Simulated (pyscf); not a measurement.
Four-centre exchange: H₃Si–I + hydrogen (H₂) -> HI + silane (SiH₄)

Gas phase, singlet surface, charge 0. Bonds broken: I1–Si2, H6–H7. Bonds formed: I1–H6, Si2–H7. Optimised with ωB97X-D3(BJ)/def2-SVP in PySCF.

Transition state (Å):

```xyz
7

I      0.6523     1.1599     1.4196
Si    -1.2634    -0.2502    -0.2618
H     -1.7401    -0.9175    -1.5205
H     -2.0790     0.9692    -0.1126
H     -1.1710    -1.3128     0.7564
H      0.4485     0.3163    -0.5290
H      0.1468    -0.0776    -1.2565
```

One imaginary mode, 886i cm⁻¹; descent along it reached the two sides named.

| bond | change | reactant side (Å) | saddle | product side |
|---|---|---|---|---|
| I1–Si2 | breaks | 2.431 | 2.9 | 3.9 |
| H6–H7 | breaks | 0.761 | 0.881 | 3.2 |
| I1–H6 | forms | 3.3 | 2.133 | 1.612 |
| Si2–H7 | forms | 4.1 | 1.734 | 1.491 |

Electronic energies relative to the separated reactants (eV):

```
level                   barrier  reaction energy  reverse barrier
----------------------  -------  ---------------  ---------------
ωB97X-D3(BJ)/def2-TZVP     2.37            +0.82             1.55
PBE/def2-TZVP              1.99            +0.62             1.36
r²SCAN/def2-TZVP           2.10            +0.67             1.43
B3LYP-D3(BJ)/def2-TZVP     2.17            +0.62             1.55
PBE0-D3(BJ)/def2-TZVP      2.08            +0.67             1.41
M06-2X/def2-TZVP           2.23            +0.75             1.48
ωB97M-D3(BJ)/def2-TZVP     2.25            +0.59             1.66
HF/def2-TZVP               2.72            +0.48             2.24
```

With ωB97M-D3(BJ)/def2-TZVP energies and thermal terms (ideal gas, 1 atm, RRHO with modes under 100 cm⁻¹ raised to 100, one conformer, R ln 2 for chiral ones without a mode under 150 cm⁻¹), in eV:

```json
[
 {"T (K)": "298", "ΔH‡": "2.28", "ΔG‡": "2.60", "ΔH": "+0.60", "ΔG": "+0.57"},
 {"T (K)": "600", "ΔH‡": "2.25", "ΔG‡": "2.93", "ΔH": "+0.57", "ΔG": "+0.55"},
 {"T (K)": "900", "ΔH‡": "2.24", "ΔG‡": "3.27", "ΔH": "+0.55", "ΔG": "+0.55"},
 {"T (K)": "1200", "ΔH‡": "2.25", "ΔG‡": "3.62", "ΔH": "+0.54", "ΔG": "+0.55"}
]
```

One saddle was located; it need not be the lowest between these sides. Elements past Kr carry the def2 core potentials, without spin-orbit coupling.
